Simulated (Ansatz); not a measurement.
# AlH3S (SMILES [AlH2][SH]) at RPA@PBE/def2-TZVP

Aim: the energy change on altering one bond length of AlH3S at RPA@PBE/def2-TZVP, from 2 runs. 

Program for the calculation: Ansatz 0.2.0.

48 further runs of the same task are left out: 48 set aside as unsound or not needed.

## 1. The system as given

AlH3S has 5 atoms, charge 0, and is taken as a singlet. As SMILES, `[AlH2][SH]`. Geometry: relaxed at PBE0-D4/def2-TZVP.

Bond lengths: Al1–S2 2.181 Å, Al1–H3 1.579 Å, Al1–H4 1.581 Å, S2–H5 1.344 Å. Angles: Al1–S2–H5 93.7°, S2–Al1–H3 116.5°, S2–Al1–H4 118.9°, H3–Al1–H4 124.6°.

## 2. A single-point energy at RPA@PBE/def2-TZVP

input.yaml

```yaml
crystal:
  periodic: [false, false, false]
  atoms:
    - {symbol: Al, position_ang: [-0.616100, -0.064200, -0.181700]}
    - {symbol: S, position_ang: [1.129100, -0.343100, 1.096600]}
    - {symbol: H, position_ang: [-1.981700, -0.650100, 0.351100]}
    - {symbol: H, position_ang: [-0.441100, 0.696000, -1.556400]}
    - {symbol: H, position_ang: [1.959700, 0.287800, 0.249000]}
basis:
  gaussian: {orbitals: def2-TZVP}
magnetization: {spin_polarized: false, initial_magnetization: 0}
hamiltonian: {xc: pbe}
correlation: {method: rpa, frozen_orbitals: {Al: 5, H: 0, S: 5}}
accuracy: high
```

Run with:

```sh
$ ansatz run input.yaml --threads 1 --pin off --max-ram 3480MiB --events-out events.jsonl --progress --plain --runs-dir runs
```

The log of the run:

```text
Warning: RAYON_NUM_THREADS=1 ignored (pool sized by the plan → 1); use --threads N
Functional definition: PBE
  name "PBE"
  parameter kappa = 0.804
  parameter beta = 0.06672455060314922
  exchange = pbe_x(kappa = kappa, mu = beta*pi^2/3)
  correlation = pbe_c(beta = beta)
1572 factors; integrals over basis functions are off by at most 3.5e-9 eV
mean field evaluation 1: about -17472.2156 eV, gradient 2.2e1 eV
mean field evaluation 2: about -17472.2048 eV, gradient 2.2e1 eV
mean field evaluation 4: about -17473.6852 eV, gradient 6.7e0 eV
mean field evaluation 8: about -17473.8480 eV, gradient 3.1e-1 eV
mean field evaluation 16: about -17473.8484 eV, gradient 2.5e-5 eV
mean field -17473.84836782 eV, -642.1520833174 hartree, gradient 1.9e-8 eV, S^2 0.000000; 0 other end points of the search recorded, 0 dependent functions left out
10 core orbitals not correlated: weight in the atoms' cores, before any rotation towards them, 1.000 or more for the frozen orbitals, at most 0.000 for the correlated occupied ones
reference -17448.49483722 eV, -641.2203582533 hartree; 6, 6 occupied and 76, 76 virtual orbitals, 1572 factors
Total energy: -17461.33426143 eV, -641.6921983903 hartree
```

Wall time 8.1 s (1 thread of Arm Neoverse V1, shared host); peak memory 0.26 GiB.

## 3. The distorted shape at the same level

run.yaml

```yaml
crystal:
  periodic: [false, false, false]
  atoms:
    - {symbol: Al, position_ang: [1.022579, 0.638862, -0.821044]}
    - {symbol: S, position_ang: [2.767779, 0.359962, 0.457256]}
    - {symbol: H, position_ang: [-1.981700, -0.650100, 0.351100]}
    - {symbol: H, position_ang: [1.197579, 1.399062, -2.195744]}
    - {symbol: H, position_ang: [3.598379, 0.990862, -0.390344]}
basis:
  gaussian:
    orbitals: def2-TZVP
accuracy: high
correlation:
  method: rpa
  frozen_orbitals: {Al: 5, H: 0, S: 5}
hamiltonian:
  xc: {name: PBE}
```

Run with:

```sh
$ ansatz run run.yaml --threads 1 --pin off --max-ram 3480MiB --events-out events.jsonl --progress --plain --runs-dir runs
```

The log of the run (excerpt; [...] marks lines left out):

```text
Warning: RAYON_NUM_THREADS=1 ignored (pool sized by the plan → 1); use --threads N
Functional definition: PBE
  name "PBE"
[...]
1534 factors; integrals over basis functions are off by at most 3.6e-9 eV
[...]
mean field -17470.14548262 eV, -642.0160047964 hartree, gradient 3.5e-8 eV, S^2 0.000000; 0 other end points of the search recorded, 0 dependent functions left out; unrestricted orbitals would lower it
unrestricted determinant -17446.33315013 eV, -641.1409177178 hartree, S^2 0.9457
10 core orbitals not correlated: weight in the atoms' cores, before any rotation towards them, 1.000 or more for the frozen orbitals, at most 0.000 for the correlated occupied ones
reference -17443.42937325 eV, -641.0342058857 hartree; 6, 6 occupied and 76, 76 virtual orbitals, 1534 factors
Total energy: -17457.59057059 eV, -641.5546202891 hartree
```

It took 11 s on 1 thread of Arm Neoverse V1, shared host; peak memory 0.28 GiB.

## 4. Results

Level: RPA@PBE/def2-TZVP, 10 core orbitals frozen.

| quantity | value |
| --- | --- |
| first shape: total energy | -641.69220 Eh |
| first shape: RPA correlation energy (valence) | -471.8 mEh |
| distorted shape: total energy | -641.55462 Eh |
| distorted shape: RPA correlation energy (valence) | -520.4 mEh |
| energy change with the Al1–H3 bond stretched from 1.579 to 3.473 Å | 3.744 eV |

In words: One bond (distorted shape) is far stretched, which a spin-restricted single reference describes badly; a broken-symmetry solution may lie lower. With the Al1–H3 bond stretched from 1.579 to 3.473 Å the energy rises by 3.74 eV (361 kJ/mol). The first shape isn't relaxed at this level, so the change isn't measured from a minimum. A restricted reference can't describe the breaking bond well at this length. The restricted solution (distorted shape) is unstable to spin breaking: an unrestricted one lies lower.
